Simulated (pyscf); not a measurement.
Thermochemistry of product channels of H₃Ge–SnH₃ (SMILES [GeH3][SnH3]) on the singlet surface, in kJ/mol, from ωB97M-D3(BJ)/def2-TZVP energies (ideal gas, 1 atm, RRHO with modes under 100 cm⁻¹ raised to 100, one conformer, R ln 2 for chiral ones without a mode under 150 cm⁻¹). Optimised with ωB97X-D3(BJ)/def2-SVP in PySCF.

```json
[
 {"products": "H₂Ge=SnH₂ (SMILES [GeH2]=[SnH2]) + H₂ (SMILES [H][H])", "ΔE": "+162.0", "ΔH(298 K)": "+151.7", "ΔG(600 K)": "+75.7", "ΔG(1200 K)": "…"},
 {"products": "H₃Ge–SnH: (SMILES [GeH3][SnH]) [singlet] + H₂ (SMILES [H][H])", "ΔE": "…", "ΔH(298 K)": "+85.0", "ΔG(600 K)": "+4.8", "ΔG(1200 K)": "-76.0"}
]
```

### Question
Some entries are withheld; supply them.

### Answer

- H₂Ge=SnH₂ (SMILES [GeH2]=[SnH2]) + H₂ (SMILES [H][H]), ΔG(1200 K): -2.0
- H₃Ge–SnH: (SMILES [GeH3][SnH]) [singlet] + H₂ (SMILES [H][H]), ΔE: +92.8

The channel to H₃Ge–SnH: [singlet] + H₂ turns favourable between 298 and 1200 K (ΔG from +45.7 kJ/mol to -76.0 kJ/mol).

These are energies of the channels, which say nothing of barriers. H₂Ge=SnH₂ may be a fragile minimum: a first optimisation, from another start, lost the drawn bonds. A restricted solution here is unstable towards spin polarisation, so biradical character is likely and single-reference numbers are less safe. Elements up to Kr have no core potential and no relativistic terms here. Elements past Kr carry the def2 core potentials, without spin-orbit coupling.
